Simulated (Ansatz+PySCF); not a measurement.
## doublet CH₃O₂: levels of theory in one basis

```xyz
6

C     0.0069    0.5119   -0.1449
O    -1.1467   -0.2211   -0.0781
O     1.1747   -0.1655    0.0813
H     0.0246    1.5015    0.3072
H     1.0767   -1.0447   -0.3062
H    -1.3666   -0.4348    0.8433
```

Basis set: cc-pVTZ (spherical functions). Correlated methods keep 3 orbitals frozen. Correlation on ROHF uses semicanonical orbitals with singles. Charge 0, multiplicity 2.

Computed with Ansatz (development build ahead of 0.2.0) and PySCF 2.14.0; each method stands on the lowest determinant of its kind that the runs found.

| method | E − E(ROHF) (eV) | <S²> of the determinant |
| --- | --- | --- |
| ROHF | 0.00 | 0.75 |
| UHF | -0.10 | 0.76 |
| ROHF-MP2 | -17.11 | – |
| UHF-MP2 | -17.10 | 0.76 |
| ROHF-CCSD(T) | -18.15 | – |

Q: What does UHF-CCSD give on the same scale?

A: -17.52 eV.
